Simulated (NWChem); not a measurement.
# methanol (CH4O); SMILES OC

Question: Give the equilibrium geometry at PBE0-D3(BJ)/def2-TZVP (NWChem) as a Z-matrix, with the point group.

Answer: point group Cs; any orientation.
```
C
H 1 1.0904
H 1 1.0971 2 108.10
H 1 1.0971 2 108.10 3 -117.42
O 1 1.4090 2 107.04 3 121.29
H 5 0.9592 1 108.46 2 180.00
```
